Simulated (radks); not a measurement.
# N³⁺ in [He] 2s1.75 3d0.25: an all-electron calculation

Aim: the levels, the sizes of the orbitals and the parts of the energy of the nitrogen ion N3+.

The numbers are computed with radks (a radial shooting solver on a logarithmic mesh, Libxc functionals) version 1 (scalar-relativistic Kohn-Sham, PBEsol, spin-unpolarised, spherical densities, point nucleus), except any that are marked as measured or tabulated.

### 1 Starting point

* element: nitrogen (Z = 7)
* charge: +3
* electrons: 4
* configuration: [He] 2s1.75 3d0.25

### 2 The run

Settings of this run:

```text
Z 7
configuration [He] 2s1.75 3d0.25
relativity scalar-relativistic
functional pbe_sol,pbe_sol
spin unpolarised
nucleus point
c 137.035999084
```

Q: Predict the outcome of this run.

**Answer**, as computed:

| quantity | value |
| --- | --- |
| total energy | -50.49815 hartree |
| exchange-correlation share of it | 9.65 % |
| −T/E | 0.9991 |
| highest occupied level | 3d, -18.486 eV |
| most extended occupied level | 3d, <r> = 2.68 bohr |
| radius at density 0.001 e/bohr³ | 2.83 bohr |
| maxima of the radial density | 2 |

The radial density shows 2 maxima for 3 occupied principal shells; where shells overlap, one shows as a shoulder or not at all. This is not the tabulated ground configuration, so its levels and sizes aren't those of the ground state, and no measured value stands beside it.
